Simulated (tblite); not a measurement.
Compound: P₂.
SMILES: `P#P`

Calculated harmonic vibrations of the isolated species, GFN2-xTB (tblite), most abundant isotopes, no scaling. This tight-binding method is rough: wavenumbers can miss measured ones by several per cent, in bad cases by 10 to 20.

Harmonic wavenumbers (cm⁻¹): 909.1.

B = 8842 MHz (linear); mass 61.948 u (most abundant isotopes); point group D∞h, symmetry number 2.

Task: What is the zero-point energy?

Result: ½Σν̃ = 455 cm⁻¹ = 5.44 kJ/mol.

Task: Give the ideal-gas entropy at 273.15 K and 1 bar in the rigid-rotor, harmonic-oscillator model (classical rotation).

Result: Translation 158.50, rotation 56.32, vibration 0.40: S = 215.2 J/(mol K).

Task: And Cp and H(273.15 K) − H(0)?

Result: Cp = 30.71 J/(mol K), of which vibrations give 1.61 (their classical limit is 1 R = 8.3); H(273.15 K) − H(0) = 8.04 kJ/mol without the zero-point energy, 0.09 from vibrations.

Task: What must be added to the electronic energy to get the Gibbs energy at 273.15 K and 1 bar?

Result: ZPE + [H(273.15 K) − H(0)] − T·S = 5.44 + 8.04 − 58.79 = -45.31 kJ/mol.

Task: How do the functions run with temperature in this model?

Result: 
| T (K) | S (J/(mol K)) | Cp (J/(mol K)) | H − H(0) (kJ/mol) | G − H(0) (kJ/mol) | ln q(vib) |
| --- | --- | --- | --- | --- | --- |
| 150 | 197.4 | 29.2 | 4.37 | -25.24 | 0.00 |
| 250 | 212.5 | 30.3 | 7.33 | -45.80 | 0.01 |
| 298.15 | 217.9 | 31.1 | 8.81 | -56.16 | 0.01 |
| 400 | 227.3 | 32.8 | 12.07 | -78.86 | 0.04 |
| 600 | 241.0 | 34.8 | 18.85 | -125.77 | 0.12 |
| 900 | 255.4 | 36.1 | 29.51 | -200.37 | 0.27 |

q(vib) and H(0) count from the zero-point level.

Hardware: one thread of an Arm Neoverse N1, no GPU, shared host. This covers the Hessian and the dipole derivatives.
